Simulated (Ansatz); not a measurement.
Ti₅Al₂C₃ (R-3m)

The calculation used DFT r2SCAN, scalar-relativistic, plane waves, PAW (Ansatz 0.2.0).

Plane waves to 500 eV, a k mesh through Γ of 12×12×12 on the computed 10-atom cell and Gaussian smearing (0.10 eV); no spin polarisation.

The structure is relaxed at this level of theory with its symmetry kept. Whether it is the stable form of this composition wasn't checked.

```cif
data_structure
_symmetry_space_group_name_H-M 'R-3m:H'
_symmetry_Int_Tables_number 166
_cell_length_a 3.0637
_cell_length_b 3.0637
_cell_length_c 48.5197
_cell_angle_alpha 90.000
_cell_angle_beta 90.000
_cell_angle_gamma 120.000
_cell_volume 394.39
loop_
_atom_site_label
_atom_site_type_symbol
_atom_site_symmetry_multiplicity
_atom_site_Wyckoff_symbol
_atom_site_fract_x
_atom_site_fract_y
_atom_site_fract_z
_atom_site_occupancy
Ti1 Ti 3 b 0.66667 0.33333 0.83333 1
Ti2 Ti 6 c 0.00000 0.00000 0.78450 1
Ti3 Ti 6 c 0.00000 0.00000 0.69026 1
Al1 Al 6 c 0.66667 0.33333 0.92947 1
C1 C 6 c 0.00000 0.00000 0.86001 1
C2 C 3 a 0.00000 0.00000 0.00000 1
```

```
Space group                                                       : R-3m (No. 166)
Volume per atom                                                   : 13.15 Å³
Formation energy from the elements' standard states (uncorrected) : -0.853 eV/atom
Generalised Kohn–Sham band gap                                    : none (metal)
Density of states at the Fermi level                              : 2.92 states/eV per cell
Löwdin character within 0.5 eV of the Fermi level                 : Ti 3d 82 %, Al 3p 9 %
Bulk modulus                                                      : 157 GPa
Its pressure derivative                                           : 4.4
Bader charges (e)                                                 : Ti (1 in the cell) 1.75, Ti (2 in the cell) 1.48, Ti (2 in the cell) 1.45, Al (2 in the cell) -0.82, C (2 in the cell) -1.95, C (1 in the cell) -2.07
```